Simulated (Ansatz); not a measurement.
System: cubic perovskite BaTiO3 (cubic high-temperature phase). Method: LDA in Ansatz (PAW).

Numerical settings: plane-wave cutoff 520 eV, 6×6×6 k mesh, perturbation theory, no spin polarisation, scalar-relativistic PAW data made under PBE.

Cell (relaxed at this level):

```
BaTiO3
1.0
    3.93465     0.00000     0.00000
    0.00000     3.93465     0.00000
    0.00000     0.00000     3.93465
Ba Ti O
1 1 3
Direct
  0.00000   0.00000   0.00000
  0.50000   0.50000   0.50000
  0.50000   0.00000   0.50000
  0.00000   0.50000   0.50000
  0.50000   0.50000   0.00000
```

### Question
What does this level give for the electronic dielectric constant ε∞?

### Answer

electronic dielectric constant ε∞: 6.72

Measured, for comparison: high-frequency dielectric constant 5.4 (temperature not stated, not corrected to a static lattice; as tabulated in Ghosez et al. (1997), arXiv:cond-mat/9706294). Computed (rounded) less measured: high-frequency dielectric constant +24 %.

Note: the relaxation could not lower the start's symmetry, so the cell can be a saddle point above a distorted one; the run finds an imaginary mode (160i cm⁻¹), so the cell is a saddle point at this level.

Spin–orbit coupling is not included.

Cost on a shared machine: about 10 core-minutes (a rough figure).

Ansatz is a first-principles code.
